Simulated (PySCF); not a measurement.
**N2⁺ at other levels of theory**

What do other methods print for N2⁺?

The runs use PySCF 2.14.0; method and basis as typed in the scripts.

2 further runs of the same task are left out: 2 that didn't finish.

## (1) The starting structure

N2⁺: 2 atoms, charge 1, spin multiplicity 2.

Bond lengths: N1–N2 1.206 Å.

## (2) Base script

input.py

```python
from pyscf import gto, dft
from pyscf.geomopt.geometric_solver import optimize

mol = gto.M(
    atom='N 0 0 0; N 0 0 1.206',
    basis='6-31g*',
    charge=1,
    spin=1,
    verbose=3,
)
mf = dft.UKS(mol, xc='lda,vwn')
mf = mf.newton()
mf.kernel()
g = mf.nuc_grad_method()
g.grid_response = True
mol_eq = optimize(g.as_scanner(), maxsteps=30)
print('optimised geometry (angstrom)')
print(mol_eq.tostring('raw'))
print('orbital energies (hartree):', [e[max(0, n-3):n+3].round(4) for e, n in zip(mf.mo_energy, mol.nelec)])
```

The run is started by

```bash
OMP_NUM_THREADS=1 python input.py
```

## (3) Gradient

Run 1 changes step after the SCF: optimize → gradient.

input.py

```python
from pyscf import gto, dft

mol = gto.M(
    atom='N 0 0 0; N 0 0 1.206',
    basis='6-31g*',
    charge=1,
    spin=1,
    verbose=3,
)
mf = dft.UKS(mol, xc='lda,vwn')
mf = mf.newton()
mf.kernel()
g = mf.nuc_grad_method()
g.grid_response = True
g.kernel()
mf.dip_moment()
print('orbital energies (hartree):', [e[max(0, n-3):n+3].round(4) for e, n in zip(mf.mo_energy, mol.nelec)])
```

## (4) CCSD(T) (UHF)

Run 2 changes step after the SCF: optimize → ccsd(t); SCF type: UKS → UHF; functional: lda,vwn → none (Hartree–Fock); frozen orbitals: none → 2.

input.py

```python
from pyscf import gto, scf, cc

mol = gto.M(
    atom='N 0 0 0; N 0 0 1.206',
    basis='6-31g*',
    charge=1,
    spin=1,
    verbose=3,
)
mf = scf.UHF(mol)
mf = mf.newton()
mf.kernel()
mycc = cc.CCSD(mf, frozen=2)
mycc.kernel()
mycc.ccsd_t()
mf.dip_moment()
print('orbital energies (hartree):', [e[max(0, n-3):n+3].round(4) for e, n in zip(mf.mo_energy, mol.nelec)])
```

## (5) Olyp

Run 3 changes functional: lda,vwn → olyp.

Changes to input.py since step 2:

```diff
@@ -10,3 +10,3 @@
 )
-mf = dft.UKS(mol, xc='lda,vwn')
+mf = dft.UKS(mol, xc='olyp')
 mf = mf.newton()
```

## (6) Tpss

Run 4 changes functional: lda,vwn → tpss.

Changes to input.py since step 2:

```diff
@@ -10,3 +10,3 @@
 )
-mf = dft.UKS(mol, xc='lda,vwn')
+mf = dft.UKS(mol, xc='tpss')
 mf = mf.newton()
```

## (7) Wb97x

Run 5 changes functional: lda,vwn → wb97x.

Changes to input.py since step 2:

```diff
@@ -10,3 +10,3 @@
 )
-mf = dft.UKS(mol, xc='lda,vwn')
+mf = dft.UKS(mol, xc='wb97x')
 mf = mf.newton()
```

Before running it: what results should come out? Wanted: for each run, E(SCF); from base; gap, α spin; after the SCF.

**Answer**, as computed:

```
          run  E(SCF) (hartree)  from base (eV)  gap, α spin (eV)                               after the SCF
         base       -108.049986               0              7.62                     bond 1.120 Å, -0.418 eV
     gradient       -108.049986          0.0000              7.62                                         n/a
CCSD(T) (UHF)       -108.335173  not comparable             18.83  CCSD(T) correlation -9.901 eV, core frozen
         olyp       -108.933724  not comparable              7.64                     bond 1.124 Å, -0.377 eV
         tpss       -108.963998  not comparable              7.77                     bond 1.124 Å, -0.366 eV
        wb97x       -108.893924  not comparable             15.67                     bond 1.113 Å, -0.519 eV
```

SCF columns refer to the geometry typed in the script.

A lower total energy from another functional means nothing by itself.
